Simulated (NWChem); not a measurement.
Molecule: LiF; SMILES [Li][F]

```xyz
2

Li     0.0000     0.0000    -1.1463
F      0.0000     0.0000     0.3860
```
Atoms are numbered in this order, from 1.

All runs: NWChem. Structure relaxed at the PBE0/def2-SVP level. GIAO values for the isolated, static molecule; σ is the absolute isotropic shielding, δ = σ(reference) − σ with the isolated reference molecule computed at the same levels (19F: trichlorofluoromethane).

Task: Predict the results for PBE/pcSseg-1. Quantities: σ Li1 (ppm); δ F2 (ppm).

Result: 
- σ Li1 (ppm) = 86.4
- δ F2 (ppm) = -128.1
